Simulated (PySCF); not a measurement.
An unknown shows these calculated signals:

¹H NMR (300 MHz, computed): δ 7.85 (dt, J = 2.3, 1.1 Hz, 2H), 7.04 (dd, J = 4.7, 1.0 Hz, 2H), 6.90 (t, J = 1.2 Hz, 1H), 6.53 (dd, J = 4.7, 2.3 Hz, 2H).

¹³C{¹H} NMR (computed): δ 149.0 (CH, t, J = 1.7 Hz), 135.6 (C), 132.9 (CH), 132.1 (CH), 120.3 (CH).

- shieldings: GIAO B97-2/pcSseg-1
- J: B3LYP/pcJ-1 (spin–dipole term only in couplings to heteroatoms)
- geometry from PBE0-D3(BJ)/def2-SVP
- code: PySCF 2.14.0 with density-fitted response routines
- no solvent model, rapidly exchanging positions averaged, one computed conformer, relativity neglected

Shifts are taken against calculated references (same method and geometry level): ¹H (31.38 ppm), ¹³C (183.69 ppm) against TMS.

Which of these does the molecule contain: a heteroaromatic ring, a CF3 group, a non-aromatic C=C double bond, a three-membered ring, an aldehyde?

Answers


- A heteroaromatic ring: yes.
- A CF3 group: no.
- A non-aromatic C=C double bond: yes.
- A three-membered ring: no.
- An aldehyde: no.

The data belong to `F[B-]1(F)n2cccc2C=C2C=CC=[N+]21`, C9H7BF2N2; they needn't prove each group on their own.

Carbon signals by region: 5 in the sp2 and nitrile region (100–160 ppm).

C–F couplings over four or more bonds (about 3 Hz to the para carbon of a fluoroarene) are left out. Splittings below 1 Hz are ignored in the labels, and close J values are merged. Unscaled 3J(H,H) at this level run about 10 % above measured values. Shifts are as computed. Against solution values, carbons near 30 ppm lie about +1 ppm off and those near 130 ppm about +2 ppm. Of 1309 compounds with measured shifts, 239 miss one by over three times the rms of a fit or turn the order of signals round; such compounds aren't used in these exercises.
